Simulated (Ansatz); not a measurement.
**SCO, singlet: cost against accuracy**

Geometry (MP2(full)/6-31G*, from the G2/97 set):

```xyz
3

O     0.0000    0.0000   -1.3076
C     0.0000    0.0000   -0.1288
S     0.0000    0.0000    1.4364
```

Measured, as an electronic atomization energy: 1395.5 kJ/mol (G2/97 heats of formation of molecule and atoms, with zero-point and thermal terms from B3LYP taken off; Curtiss et al., J. Chem. Phys. 106, 1063 (1997), Staroverov et al., J. Chem. Phys. 119, 12129 (2003)). The measured value holds scalar relativity and spin–orbit coupling, which all computed ones lack, and core correlation, which the wave-function levels lack. Atoms are taken at the same level; beside RHF, RMP2 and RCC rows they are unrestricted. The atoms' steps beyond CCSDT(Q) are taken from restricted open-shell runs, which share full CI's core. Ansatz 0.2.0; a miss is computed less measured; times are wall times on shared hosts and scatter by a factor of two or so.

| level | basis | miss (kJ/mol) | time of the run | hardware |
| --- | --- | --- | --- | --- |
| RHF | cc-pV(D+d)Z | -565.2 | – | – |
| RMP2 | cc-pV(D+d)Z | -34.4 | – | – |
| RCCSD(T) | cc-pV(D+d)Z | -121.6 | 0.79 s | 1 CPU thread |
| RCCSDT(Q) | cc-pV(D+d)Z | -116.9 | 2.7 s | H100 + 2 CPU threads |
| RCCSDTQ | cc-pV(D+d)Z | -117.6 | 68 s | H100 + 2 CPU threads |
| RHF | cc-pV(T+d)Z | -542.2 | – | – |
| RMP2 | cc-pV(T+d)Z | 42.9 | – | – |
| RCCSD(T) | cc-pV(T+d)Z | -50.7 | 2.3 s | 1 CPU thread |
| RCCSDT(Q) | cc-pV(T+d)Z | -48.1 | 21 s | H100 + 2 CPU threads |
| RHF | cc-pV(Q+d)Z | -539.1 | – | – |
| RMP2 | cc-pV(Q+d)Z | 74.0 | – | – |
| RCCSD(T) | cc-pV(Q+d)Z | -20.5 | 2.2 s | H100 + 2 CPU threads |

A dash: the level came out of a higher level's run.

A composite of the best parts (restricted reference, at this geometry, which isn't the minimum of the high levels):

```json
{"part": "Hartree–Fock limit (T, Q; exp(−5.46 √X))", "kJ/mol": "857.37"}
{"part": "CCSD(T) correlation limit (T, Q; X⁻³)", "kJ/mol": "538.23"}
{"part": "CCSDT − CCSD(T) (TZ)", "kJ/mol": "-3.53"}
{"part": "(Q) (TZ)", "kJ/mol": "6.18"}
{"part": "CCSDTQ − CCSDT(Q) (DZ)", "kJ/mol": "-0.77"}
{"part": "sum", "kJ/mol": "1397.5"}
{"part": "sum less measured", "kJ/mol": "2.0"}
```
